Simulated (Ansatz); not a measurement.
# Ga–P–GaH, singlet in cc-pVDZ: errors against RCCSDT(Q)

Geometry: a PBE0/def2-TZVP stationary point for this spin, not checked as a minimum.

```xyz
4

Ga    0.0000    0.2661    1.7114
Ga    0.0000    0.2629   -1.6089
P     0.0000   -1.2334   -0.1413
H     0.0000    1.3098   -2.7494
```

Basis cc-pVDZ; Ansatz 0.2.0. Correlated methods freeze the noble-gas cores and the filled d shells of p-block atoms, which leaves 12 electrons in 44 orbitals. Prefix R: restricted or restricted open-shell reference. Active spaces: frontier = (8e, 8o) about the gap. No spin–orbit coupling is included, and no scalar relativity.

Full CI isn't at hand for all of this; RCCSDT(Q) serves as the reference, and is uncertain by the last step of the cluster series or more.

The UHF ⟨S²⟩ is 0.000. The T1 diagnostic (RCCSD) is 0.0238 and the largest doubles amplitude (RCCSD) is 0.067.

Q: From what is known of these methods and the diagnostics, rank them by the size of their error in total energy against RCCSDT(Q) in cc-pVDZ, smallest first (an estimate: the text doesn't fix the numbers).
A. RMP2
B. CASSCF (frontier space)
C. RCCSD
D. RCCSD(T)
E. RHF

A: D (6.4 kJ/mol), C (40.4 kJ/mol), A (117.3 kJ/mol), B (505.6 kJ/mol), E (695.9 kJ/mol).

All errors are against RCCSDT(Q) in cc-pVDZ. Within each family the higher level lies nearer, as is usual though not guaranteed.

Atomization energy (electronic, same basis, no zero-point term; atoms at the same level, unrestricted beside the R rows where the molecule is a closed shell, but restricted open-shell past Ca, as are all atoms' steps beyond CCSDT(Q)) at RCCSDT(Q): 670.3 kJ/mol. Errors of other levels:

```tsv
level	error (kJ/mol)
RHF	-231.9
RMP2	13.7
RCCSD	-32.5
RCCSD(T)	-4.1
BCCD(T)	-3.9
RCCSDT	-3.2
```

This basis is far from its limit, so the value isn't to be set against a measured one.
